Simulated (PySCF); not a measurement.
PN⁺ from Hartree–Fock to correlated methods

State: ²Σ⁺ (doublet), unpaired electrons σ ↑. Set-up: P 6-31G(d,p), N 6-31G(d,p); no relativity (PySCF 2.14). De refers to P⁺ + N in their high-spin ground configurations, without counterpoise correction. The functionals are run spin-unrestricted. A positive dipole points towards N; it is taken about the centre of mass and depends on that origin. Levels whose curve was spin-contaminated or gave no clean fit are not listed.

```json
{"Level": "ROHF", "Re (Å)": "1.440", "ωe (cm⁻¹)": "1590", "De (eV)": "0.60", "μ (D)": "-1.85", "CPU s a point (SCF and correlation, without the integrals)": "0.033"}
{"Level": "ROHF-MP2", "Re (Å)": "1.528", "ωe (cm⁻¹)": "1128", "De (eV)": "4.07", "μ (D)": "n/a", "CPU s a point (SCF and correlation, without the integrals)": "0.052"}
{"Level": "ROHF-SCS-MP2", "Re (Å)": "1.521", "ωe (cm⁻¹)": "1165", "De (eV)": "3.94", "μ (D)": "n/a", "CPU s a point (SCF and correlation, without the integrals)": "n/a"}
{"Level": "ROHF-CCSD", "Re (Å)": "1.495", "ωe (cm⁻¹)": "1340", "De (eV)": "3.58", "μ (D)": "n/a", "CPU s a point (SCF and correlation, without the integrals)": "n/a"}
{"Level": "ROHF-CCSD(T)", "Re (Å)": "1.509", "ωe (cm⁻¹)": "1273", "De (eV)": "3.95", "μ (D)": "n/a", "CPU s a point (SCF and correlation, without the integrals)": "0.58"}
{"Level": "PBE", "Re (Å)": "1.502", "ωe (cm⁻¹)": "1314", "De (eV)": "5.24", "μ (D)": "-1.87", "CPU s a point (SCF and correlation, without the integrals)": "0.35"}
{"Level": "TPSS", "Re (Å)": "1.498", "ωe (cm⁻¹)": "1321", "De (eV)": "4.83", "μ (D)": "-1.83", "CPU s a point (SCF and correlation, without the integrals)": "0.57"}
{"Level": "r²SCAN", "Re (Å)": "1.489", "ωe (cm⁻¹)": "1353", "De (eV)": "4.57", "μ (D)": "-1.80", "CPU s a point (SCF and correlation, without the integrals)": "0.52"}
{"Level": "r²SCANh", "Re (Å)": "1.484", "ωe (cm⁻¹)": "1364", "De (eV)": "4.32", "μ (D)": "-1.78", "CPU s a point (SCF and correlation, without the integrals)": "0.55"}
{"Level": "PBE0", "Re (Å)": "1.482", "ωe (cm⁻¹)": "1381", "De (eV)": "4.41", "μ (D)": "-1.84", "CPU s a point (SCF and correlation, without the integrals)": "0.51"}
{"Level": "CAM-B3LYP", "Re (Å)": "1.478", "ωe (cm⁻¹)": "1395", "De (eV)": "4.34", "μ (D)": "-1.85", "CPU s a point (SCF and correlation, without the integrals)": "0.52"}
```

The bond length runs from 1.440 Å (ROHF) to 1.528 Å (ROHF-MP2). De spans 0.60 eV (ROHF, mean field) to 5.24 eV (PBE, GGA). Correlation at CCSD(T) changes the Hartree–Fock bond energy by +3.35 eV; the triples alone change it by +0.37 eV.

Correlated steps freeze 6 core orbitals. Correlated levels converge slowly with the basis: in double zeta they bind strong bonds too weakly, by up to about 1 eV, and carry superposition errors of some tenths. For an ion De counts to the pair picked by the measured ionisation energies or electron affinities, which need not be the lowest pair at this level. The CCSD T1 diagnostic is raised, a sign that a single reference may not be enough here. UHF is strongly spin-contaminated for PN⁺, so the ROHF reference used there is far from stable. The state is the lowest determinant that a PBE0 search found; another state may lie lower at other levels.

The whole job (state search and all levels along the bond) took about 1.2 min on 1 thread of Arm Neoverse V1 (shared host), peak memory 0.41 GiB.
